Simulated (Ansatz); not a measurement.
Relaxation of C2H7B (10 atoms, charge 0, multiplicity 1), to a largest force component of 0.02 eV/Å in at most 40 steps.

Method: Ansatz, RKS PBE-D4/def2-SVP.

```xyz
10
Properties=species:S:1:pos:R:3
B 0.000 0.000 0.000
C 0.000 0.000 1.600
H -1.000 -0.309 1.970
H 0.768 -0.711 1.970
H 0.232 1.020 1.970
C 1.386 0.000 -0.800
H 1.715 -1.046 -0.970
H 1.249 0.508 -1.777
H 2.155 0.538 -0.208
H -1.030 0.000 -0.595
```

Problem. Where does it end, and by what steps?

Solution. The forces met the threshold. After 8 steps the energy has fallen by 0.122 eV; H4 moved furthest, 0.42 Å.

```csv
step,energy less start (eV),largest force component (eV/Å),accepted
0,0.0000,1.376,yes
1,-0.0818,0.435,yes
2,-0.1048,0.364,yes
3,-0.1152,0.079,yes
4,-0.1130,0.397,no
5,-0.1194,0.044,yes
6,-0.1202,0.183,yes
7,-0.1201,0.187,no
8,-0.1220,0.018,yes
```

```xyz
10
Properties=species:S:1:pos:R:3
B 0.056 0.025 0.032
C -0.002 -0.017 1.596
H -0.878 -0.560 2.007
H 0.928 -0.349 2.102
H -0.161 1.050 1.893
C 1.388 -0.002 -0.792
H 1.465 -1.054 -1.166
H 1.365 0.622 -1.709
H 2.315 0.199 -0.216
H -1.001 0.086 -0.585
```

Whether the end is a true minimum wasn't checked by a vibrational analysis.

The run took 19 s on 1 thread of Arm Neoverse V1, on a shared host, peak memory 0.13 GiB.
